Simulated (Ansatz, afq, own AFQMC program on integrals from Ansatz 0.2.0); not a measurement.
**Where AFQMC and coupled cluster stand for CHB, singlet**

```xyz
3

B    -0.3625    0.0000    0.6110
C     0.3113    0.0000   -0.6889
H     0.1792    0.0000    1.6561
```

Connectivity, by distances: BH–C.

Basis 6-31G. Only valence electrons are correlated. Integrals, coupled cluster, full CI and functionals: Ansatz 0.2.0; the random walks run on the same integrals in our own AFQMC program. ph-AFQMC/CISD is guided by a CISD state made of CCSD amplitudes; releasing the constraint for a short imaginary time cuts its bias at the price of noise, slowly where states lie close. Free AFQMC starts from the CCSD state and is never constrained. Its projection time is finite, and what remains of the start isn't in its error. Error bars are statistical, one sigma.

Determinant: RHF, the one that the program's search chose, which needn't be the lowest solution. The geometry is a point of a scan.

Full CI on the same integrals is exact in this basis and with this determinant's frozen core.

Cautions: higher spins were not checked; restricted determinant unstable towards unrestricted (UHF 1.45 eV lower, ⟨S²⟩ 1.32); strong correlation (T1 0.101, weight of the determinant 0.75, largest double 0.16); the released energies are still falling, so no released level is given (meV from the phaseless value at times in 1/Eh: -9 ± 3 at 0.24, -14 ± 3 at 0.51, -21 ± 4 at 0.99, -32 ± 4 at 1.62, -43 ± 6 at 2.40), though the last usable value meets full CI within the noise; CCSDTQ on the UHF determinant differs (945 meV lower), perhaps since the unrestricted series falls towards higher spin.

- T1 diagnostic: 0.1006
- weight of the determinant in the CISD state: 0.753
- size of the correlated space: 8 electrons in 18 orbitals

Reference: full CI, correlation energy -4.546 eV. The cautions show a poor starting determinant, so the rows tell how each method copes with it here, and full CI is the sure value.

```json
{"level": "HF", "E − E(reference) (mEh)": "167.07", "share of correlation (%)": "0.00"}
{"level": "MP2", "E − E(reference) (mEh)": "46.31", "share of correlation (%)": "72.28"}
{"level": "CCSD", "E − E(reference) (mEh)": "10.71", "share of correlation (%)": "93.59"}
{"level": "CCSD(T)", "E − E(reference) (mEh)": "1.71", "share of correlation (%)": "98.98"}
{"level": "CCSDT", "E − E(reference) (mEh)": "0.75", "share of correlation (%)": "99.55"}
{"level": "CCSDT(Q)", "E − E(reference) (mEh)": "-0.66", "share of correlation (%)": "100.40"}
{"level": "CCSDTQ", "E − E(reference) (mEh)": "0.05", "share of correlation (%)": "99.97"}
{"level": "ph-AFQMC/HF", "E − E(reference) (mEh)": "-0.70 ± 0.85", "share of correlation (%)": "100.42"}
{"level": "ph-AFQMC/CISD", "E − E(reference) (mEh)": "1.38 ± 0.16", "share of correlation (%)": "99.17"}
{"level": "free AFQMC", "E − E(reference) (mEh)": "0.71 ± 0.31", "share of correlation (%)": "99.57"}
```

CCSDT and higher add their correlation energy to the determinant of the CCSD(T) run, since their own runs factorise the integrals more tightly (a shift of under 2 meV). Free projections are given only where their last times agree within the noise and don't stop above the reference; a slow remainder of the start can still hide under it. A walk keeps the symmetry of its determinant, which the program's search chose and which needn't be the lowest solution, so a lower state of the same spin and another symmetry isn't excluded.
